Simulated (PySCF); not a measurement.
**Isomers of HNO3: computed energies against enthalpies of formation**

**Measured values to compare with.**

From Active Thermochemical Tables 1.112, for the gas at 298.15 K: enthalpy of formation of `O=[N+]([O-])O` (nitric acid) -134.16 ± 0.18 kJ/mol; enthalpy of formation of `O=NOO` -12.76 ± 0.38 kJ/mol.

The results are set against them at the end.

Differences of these values give the isomerisation enthalpies. Geometries: GFN2-xTB; runs in PySCF, gas phase, with a dispersion term only where the level names one. Total electronic energies (Eh):

```csv
SMILES,CAM-B3LYP/def2-SVPD
O=[N+]([O-])O,-280.60503
O=NOO,-280.54452
```

Zero-point and thermal terms are left out, so the computed numbers are electronic energies.

## Comparison

Relative to `O=[N+]([O-])O`, the lowest by measurement, in kJ/mol (measured: enthalpies at 298.15 K; computed: electronic energies):

```tsv
SMILES	measured	CAM-B3LYP/def2-SVPD
O=[N+]([O-])O	0.0	0.0
O=NOO	121.4	158.9
```

Measured values: -134.16 kJ/mol (298.15 K; Active Thermochemical Tables 1.112) for the first row; the others come from the same table. Unsigned miss: CAM-B3LYP/def2-SVPD 37.5 kJ/mol. One conformer stands for `O=NOO`, not necessarily the lowest, while the measurement averages over conformers. Where a level misses, the cause wasn't examined.

Conformer computed: `[O:1]=[N:2][O:3][OH:4]`: O1–N2–O3–O4 0°, H–O4–O3–N2 0°.
